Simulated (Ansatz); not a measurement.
**Solid iodine**

Calculation: r²SCAN+rVV10 (Ansatz, a quantum-chemistry and plane-wave program, plane waves, PAW).

Numerical settings: plane-wave cutoff 560 eV, 8×8×4 k mesh (along the axes of the cell as run), Fermi–Dirac smearing 0.01 eV, scalar-relativistic PAW data made under PBE.

Cell (relaxed at this level):

```
I
1.0
    2.27254    -3.66754     0.00000
    2.27254     3.66754     0.00000
    0.00000     0.00000     9.75742
I
4
Direct
  0.83783   0.83783   0.87928
  0.66217   0.66217   0.37928
  0.33783   0.33783   0.62072
  0.16217   0.16217   0.12072
```

```yaml
bulk modulus B0: 12.7 GPa
band_gap: 1.14 eV
smallest_direct_gap_on_the_k_points_sampled: 1.33 eV
```

Note: the bulk modulus comes from volumes at which shape and atoms were relaxed.

Spin–orbit coupling is not included; with these elements it can move the gap by several tenths of an eV or more.

The computed numbers hold no vibrational or temperature effects.

Cost on a shared machine: very roughly 26 core-minutes.
